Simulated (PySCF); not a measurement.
**A search over the determinants of AlF**

Unrestricted PBE0; PySCF, no relativity, basis sets Al def2-TZVPP, F def2-TZVPP. Outer shells of the fragments: Al 3s2 3p1; F 2s2 2p5.

Followed along the bond (rough minima from three points):

```csv
2Ms+1,unpaired,⟨S²⟩ at the start,R at minimum (Å),Te (eV)
1,none,0.00,1.67,0.00
3,"σ ↑, π ↑",2.00,1.66,3.14
```

Solutions found at the starting distance of 1.810 Å, counted from the lowest of them; the search is not exhaustive and high or unbound solutions are not listed, so other states can lie among these:

```
2Ms+1  unpaired   term  E (eV)  ⟨S²⟩  ⟨Lz²⟩  μ (D)
    1      none    ¹Σ⁺    0.00  0.00   0.00  -2.21
    3  σ ↑, π ↑     ³Π    3.16  2.00   1.00  -2.54
    1  σ ↑, π ↓  mixed    4.01  1.00   1.01  -2.31
    3      σ ↑↑    ³Σ⁺    5.29  2.00   0.00  -2.04
    3      π ↑↑  mixed    7.82  2.02   2.02   2.68
    3      π ↑↑  mixed    7.96  2.01   2.02   2.79
    3  σ ↑, π ↑     ³Π    9.42  2.01   1.01   2.58
```

A term symbol is given only where ⟨S²⟩ and ⟨Lz²⟩ are close to those of a pure state; real π, δ and φ orbitals otherwise mix terms. A positive dipole means Al(−)F(+).

Counting both spins, an empty level lies below a filled one in some of these solutions, because spin and occupation are held.
